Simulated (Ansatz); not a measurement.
A CCSD(T) single point on C₄H₇F, SMILES `C=CCCF`.

```yaml
crystal:
  periodic: [false, false, false]
  atoms:
    - {symbol: C, position_ang: [-0.896304, 1.563661, 0.866833]}
    - {symbol: C, position_ang: [-0.645006, 0.280143, 0.653509]}
    - {symbol: C, position_ang: [0.663302, -0.261388, 0.180965]}
    - {symbol: C, position_ang: [0.548863, -1.043999, -1.108660]}
    - {symbol: F, position_ang: [-0.244189, -2.164008, -0.917811]}
    - {symbol: H, position_ang: [-1.868091, 1.902686, 1.206193]}
    - {symbol: H, position_ang: [-0.136233, 2.324269, 0.713891]}
    - {symbol: H, position_ang: [-1.430526, -0.453499, 0.817869]}
    - {symbol: H, position_ang: [1.092207, -0.925823, 0.940489]}
    - {symbol: H, position_ang: [1.376234, 0.554797, 0.024677]}
    - {symbol: H, position_ang: [1.530579, -1.388840, -1.446724]}
    - {symbol: H, position_ang: [0.086164, -0.443099, -1.897330]}
basis:
  gaussian: {orbitals: def2-SVP}
correlation: {method: ccsd_t}
```

```sh
$ ansatz run in.yaml --threads 4 --pin off --events-out ev --progress --plain
```

Output of Ansatz, abridged:

```
Functional definition: HF
1073 factors; integrals over basis functions are off by at most 1.3e-3 eV
mean field evaluation 1: about -6929.7492 eV, gradient 3.1e1 eV
mean field evaluation 2: about -6929.8748 eV, gradient 3.1e1 eV
mean field evaluation 4: about -6932.4895 eV, gradient 3.8e0 eV
mean field evaluation 8: about -6932.5276 eV, gradient 1.6e-1 eV
mean field -6932.52774368 eV, -254.7656955440 hartree, gradient 2.9e-6 eV, S^2 0.000000; 0 other end points of the search recorded, 0 dependent functions left out
5 core orbitals not correlated: weight in the atoms' cores, before any rotation towards them, 1.000 or more for the frozen orbitals, at most 0.000 for the correlated occupied ones
reference -6932.52774368 eV, -254.7656955440 hartree; 15, 15 occupied and 85, 85 virtual orbitals, 1073 factors
second order -19.90695367 eV of doubles, -0.00000000 eV of singles
cycle   1  -20.70816342 eV  change   -8.0e-1 eV  update   9.3e-2
cycle   2  -21.22005823 eV  change   -5.1e-1 eV  update   2.9e-2
cycle   3  -21.33488393 eV  change   -1.1e-1 eV  update   1.3e-2
cycle   4  -21.33463868 eV  change    2.5e-4 eV  update   3.5e-3
cycle   5  -21.33482934 eV  change   -1.9e-4 eV  update   1.2e-3
cycle   6  -21.33504422 eV  change   -2.1e-4 eV  update   3.4e-4
cycle   7  -21.33496218 eV  change    8.2e-5 eV  update   1.0e-4
cycle   8  -21.33494180 eV  change    2.0e-5 eV  update   2.9e-5
perturbative correction -0.60587337 eV, -0.0222654358 hartree
Total energy: -6954.46855885 eV, -255.5720056297 hartree
```

It took 4.1 s on 4 threads of a server CPU on a shared host, with 0.55 GiB of host memory at the peak.

Correlation energy per correlated electron: -0.731 eV. T1 diagnostic: 0.0098.
